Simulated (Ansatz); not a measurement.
Results of rVV10 (Ansatz, an electronic-structure program, PAW) for naphthalene C₁₀H₈.

Task: Predict the lattice energy and volume per molecule.

Result: 
lattice energy: 91 kJ/mol
volume per molecule: 166.06 Å³

The computed numbers hold no vibrational or temperature effects.

Cost on a shared machine: roughly 18 core-minutes.
